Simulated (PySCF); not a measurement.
# How methods differ on the ionisation energy of Ne

Ne [Ne] (1S) → Ne⁺ [He] 2s2 2p5 (2P), as a difference of total energies. Calculation: PySCF 2.14, in aug-cc-pVQZ with one added diffuse shell each of s, p, d, f, g type (7s6p5d4f3g, 105 functions); the non-relativistic Hamiltonian (point nucleus). Correlated levels: valence: 1s2 frozen. The calculations carry no spin-orbit coupling.

```csv
method,ionisation energy (eV),plus first-order spin-orbit estimate,error of that sum (eV)
UHF,19.660,19.628,-1.937
LDA,22.189,22.156,+0.591
PBE,21.661,21.628,+0.063
PBE0,21.451,21.418,-0.147
r2SCAN,21.483,21.450,-0.115
revPBE,21.535,21.502,-0.063
M06-2X,21.495,21.462,-0.103
BHandHLYP,21.272,21.239,-0.326
r2SCAN0,21.321,21.288,-0.277
MP2 (valence),21.736,21.703,+0.138
SCS-MP2 (valence),21.599,21.567,+0.002
```

Reference: 21.565 eV (measured; NIST Atomic Spectra Database, ionization energies).

A first-order spin-orbit estimate (lowest level to lowest level, LS coupling) adds -0.033 eV.

Errors of the correlated levels include the incompleteness of this basis and the frozen core.
